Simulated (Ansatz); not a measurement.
Fluorite CeO2, treated with HSE06+SOC (plane waves, PAW; Ansatz, a first-principles code).

Settings: plane-wave cutoff 460 eV, 8×8×8 k mesh, Fermi–Dirac smearing 0.01 eV, PAW data made under PBE.

Cell (measured lattice):

CeO$_{2}$ is modelled in the cubic space group Fm-3m (No. 225), the fluorite structure, Pearson symbol cF12. Lattice parameters: a = 5.410 Å, b = 5.410 Å, c = 5.410 Å, α = 90.00°, β = 90.00°, γ = 90.00°. Ce on 4a sees 8 O at 2.342 Å (cubic). O on 8c is surrounded by 4 Ce at 2.342 Å (tetrahedral). (Neighbours: up to the widest gap in distance over summed covalent radii, below 1.35, at either atom; cation-cation and far metal-metal contacts left out.)
(The calculation used a cell of 3 atoms; values per cell refer to that cell.)

Task: Estimate the band gap, smallest direct gap on the k points sampled and direct gap at Γ that the calculation returns.

Result: 
- band gap = 3.54 eV (indirect)
- smallest direct gap on the k points sampled = 3.68 eV
- direct gap at Γ = 4.51 eV

Measured, for comparison: band gap 3 eV (temperature not stated, no zero-point or thermal correction, O 2p to Ce 4f, our sources range from 3.00 to 3.20; as tabulated in Tran et al. (2019), arXiv:1908.01820). Computed (rounded) less measured: band gap +0.54 eV (+0.34 eV to +0.54 eV over the range).

Note: cell and atoms aren't relaxed at this level (pressure -1.8 GPa).

Computed values are for the static lattice.
